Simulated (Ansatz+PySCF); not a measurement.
# doublet CH₃S: levels of theory in one basis

```xyz
5

C    -0.0039    1.0962    0.0000
S    -0.0039   -0.6526    0.0000
H     1.0433    1.4171    0.0000
H    -0.4792    1.4984    0.8952
H    -0.4792    1.4984   -0.8952
```

Basis set: cc-pVTZ on H, C; cc-pV(T+d)Z on S (spherical functions). Correlated methods keep 6 orbitals frozen. Correlation on ROHF uses semicanonical orbitals with singles. Charge 0, multiplicity 2.

Computed with Ansatz (development build ahead of 0.2.0); each method stands on the lowest determinant of its kind that the runs found.

```json
{"method": "ROHF", "E − E(ROHF) (eV)": "0.00", "<S²> of the determinant": "0.75"}
{"method": "UHF", "E − E(ROHF) (eV)": "-0.16", "<S²> of the determinant": "0.76"}
{"method": "ROHF-MP2", "E − E(ROHF) (eV)": "-9.05", "<S²> of the determinant": "–"}
{"method": "UHF-MP2", "E − E(ROHF) (eV)": "-9.02", "<S²> of the determinant": "0.76"}
```

**Question.** What does ROHF-CCSD(T) give on the same scale?

**Answer.** -10.34 eV.
